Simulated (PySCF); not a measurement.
# C5H10O (pentanal): the cost of one run

Programs: PySCF 2.14.0, with density-fitted response routines of our own. Each step states its level of theory. These are calculated values for one molecule, in the gas phase or a continuum, unless marked as measured. Atoms are numbered from 0 throughout.

## (1) The starting structure

16 atoms, charge 0, multiplicity 1; geometry from: GFN2-xTB. The atoms were then displaced at random by about 0.01 Å, so the start is not that level's minimum.

Bonds of the start (Å): C0–C1 1.49, C1–C2 1.52, C2–C3 1.57, C3–C4 1.47, C4–O5 1.20, C0–H6 1.11, C0–H7 1.08, C0–H8 1.07, C1–H9 1.11, C1–H10 1.09, C2–H11 1.08, C2–H12 1.10, C3–H13 1.10, C3–H14 1.11, C4–H15 1.11.

## (2) Relaxing the molecule at PBE0-D3(BJ)/def2-TZVP

The job: settings as JSON, then the geometry in Å.

```
{"job": {"xc": "PBE0", "basis": "def2-TZVP", "d3": "d3bj", "grid": 2, "shake": 0.01, "kind": "geom"}, "charge": 0, "multiplicity": 1}
C     -2.350570     0.242220    -0.185640
C     -1.118030    -0.290600     0.463580
C      0.129420     0.193270    -0.252150
C      1.449060    -0.351390     0.402200
C      2.665910     0.099340    -0.288050
O      2.720030     0.827660    -1.237830
H     -2.355200     1.353060    -0.167360
H     -3.244600    -0.075700     0.324880
H     -2.433740    -0.046800    -1.208060
H     -1.083790     0.023360     1.522580
H     -1.153090    -1.381080     0.455660
H      0.131200    -0.112640    -1.283410
H      0.159960     1.296570    -0.236990
H      1.461870    -0.047080     1.462000
H      1.410040    -1.458550     0.396070
H      3.592470    -0.274000     0.202310
```

Started as:

```console
$ OMP_NUM_THREADS=1 python probes_run.py task.json out
```

One launch serves the whole session: the jobs run in the order shown.

**Question.** How long does this first job take on 1 thread of Arm Neoverse V2, shared host, and how much memory does it need?

About 3.1 min, with a peak of 1.2 GiB.
